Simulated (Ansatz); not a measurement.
# InH2⁺, singlet along the scale of all distances

Starting geometry (PBE0/def2-TZVP stationary point for this spin, not checked as a minimum):

```xyz
3

In    0.0000    0.0000    0.0000
H     0.0000    0.0000   -1.6654
H     0.0000    0.0000    1.6654
```

From there all distances are scaled together; atoms are numbered as listed. Energies are in kcal/mol, counted from the starting geometry at the same level. Kohn–Sham curves are unrestricted where that lies lower.

Basis def2-TZVPP with its core potentials; Ansatz 0.2.0. Correlated methods freeze the noble-gas cores and the filled d shells of p-block atoms. Prefix R: restricted or restricted open-shell reference; prefix U: unrestricted. No spin–orbit coupling is included; scalar relativity enters through the core potentials alone.

Unrestricted rows (U, and Kohn–Sham where it breaks symmetry) aren't spin-pure: their determinants' ⟨S²⟩ exceeds S(S+1) by up to 1.02, so they mix in states of higher spin. Coupled cluster chose its determinant by trial CCSD, here up to 3.23 eV above the lowest Hartree–Fock solution of its kind.

Full CI is exact within this basis and frozen core; it isn't the basis-set limit. The frozen core follows each run's orbitals, which can shift R against U totals by a few meV for light atoms and by up to 0.1 eV past Ca.

| scale of all distances | full CI | curve A | curve B | curve C | curve D |
| --- | --- | --- | --- | --- | --- |
| 0.878 | 22.7 | 17.1 | 22.7 | 23.0 | 21.3 |
| 1.000 | 0.0 | 0.0 | 0.0 | 0.0 | 0.0 |
| 1.121 | 7.2 | 11.5 | 7.3 | 6.7 | 9.4 |
| 1.316 | 37.7 | 45.4 | 38.0 | 37.1 | 52.7 |
| 1.511 | 62.2 | 62.2 | 61.4 | 65.7 | 66.3 |
| 1.742 | 71.4 | 70.7 | 68.5 | 69.9 | 68.5 |
| 2.027 | 73.1 | 74.7 | 72.2 | 70.7 | 69.0 |
| 2.369 | 73.8 | 76.7 | 71.6 | 71.1 | 69.6 |

Question: The curves come from RCCSD(T), RPA-PBE, UMP2, r2SCAN0. Compare each with full CI and say which is which.

Answer: A: r2SCAN0, B: RCCSD(T), C: RPA-PBE, D: UMP2. Spread of the error against full CI, over the points where both stand: A 13.3, B 3.1, C 6.2, D 19.2 kcal/mol.  The program flagged some runs of RCCSD(T) as in doubt.

Functionals correlate the shells that the reference freezes, so part of their error here is the reference's.
